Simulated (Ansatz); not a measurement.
Start from `CNCF` and change one atom or group to get `CNCNC`.

Ansatz, PBE0-D4/def2-TZVP geometries, multiplicity 1. Each molecule was computed in one conformer, which needn't be the lowest.

```json
{"property": "LUMO energy (PBE0/def2-TZVPP) / eV", "`CNCF`": "1.27"}
{"property": "size of the dipole moment (B3LYP/def2-TZVPP) / D", "`CNCF`": "1.44"}
{"property": "HOMO–LUMO gap (PBE/def2-TZVPP) / eV", "`CNCF`": "6.23"}
{"property": "HOMO–LUMO gap (PBE0/def2-TZVPP) / eV", "`CNCF`": "8.52"}
{"property": "HOMO–LUMO gap (ωB97M-V/def2-TZVPP) / eV", "`CNCF`": "12.31"}
{"property": "LUMO energy (ωB97M-V/def2-TZVPP) / eV", "`CNCF`": "2.68"}
```

Task: What does the change do to each property? (Best estimate.)

Result: Computed: 
```
                                        property  `CNCNC`  shift
              LUMO energy (PBE0/def2-TZVPP) / eV     1.06  -0.21
size of the dipole moment (B3LYP/def2-TZVPP) / D     1.28  -0.16
             HOMO–LUMO gap (PBE/def2-TZVPP) / eV     5.18  -1.05
            HOMO–LUMO gap (PBE0/def2-TZVPP) / eV     7.42  -1.10
         HOMO–LUMO gap (ωB97M-V/def2-TZVPP) / eV    11.19  -1.12
           LUMO energy (ωB97M-V/def2-TZVPP) / eV     2.45  -0.23
```

With PBE0 the HOMO rises by 0.88 eV and the LUMO falls by 0.21 eV, so the gap narrows by about 1.09 eV. PBE moves the HOMO by 0.84 eV and ωB97M-V by 0.90 eV. Dipoles are sizes alone; their direction can turn.

B3LYP here is the variant with VWN-RPA as its local correlation; programs differ in this.
